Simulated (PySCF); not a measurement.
Species: C4H3N.
Atom-mapped SMILES: `[CH:1]#[C:2][C@@H:3]1[CH:4]=[N:5]1` (hydrogens: H6 on C1; H7 on C3; H8 on C4)

Cartesian coordinates in Å at the PBE0-D3(BJ)/def2-SVP level; atoms count from 1:
```xyz
8
C4H3N angstrom
C      1.9623    0.7540    0.2695
C      0.9438    0.1365    0.0460
C     -0.2561   -0.6037   -0.2442
C     -1.5803   -0.0355   -0.0521
N     -1.2821   -0.8180    0.8730
H      2.8648    1.2992    0.4758
H     -0.1257   -1.4490   -0.9324
H     -2.3884    0.6308   -0.3638
```

The closed-shell ground state was solved at several levels (PySCF, density fitting, gas phase, non-relativistic).

| level | basis functions | HOMO (eV) | LUMO (eV) | gap (eV) | dipole (D) |
| --- | --- | --- | --- | --- | --- |
| PBE0/pcSseg-1 | 100 | -7.38 | -0.88 | 6.50 | 2.23 |
| wB97X-D/def2-SVPD | 124 | -9.26 | 0.92 | 10.18 | 2.20 |
| B97-2/pcSseg-2 | 222 | -7.14 | -1.07 | 6.07 | 2.15 |

What might B3LYP/pcJ-1 (165 basis functions) give for the same quantities?

HOMO -7.14 eV, LUMO -1.13 eV, gap 6.01 eV, dipole 2.22 D.

Over all these levels, which gives the widest orbital gap and which the narrowest?

wB97X-D/def2-SVPD (range-separated hybrid) has the widest, 10.18 eV, and B3LYP/pcJ-1 (global hybrid, 20 % exact exchange) the narrowest, 6.01 eV. Functional and basis both differ between the two, so the spread mixes both effects.

How far do the dipole and the HOMO energy spread over the levels?

The dipole runs from 2.15 to 2.23 D (mean 2.20 D) and the HOMO from -9.26 to -7.14 eV.
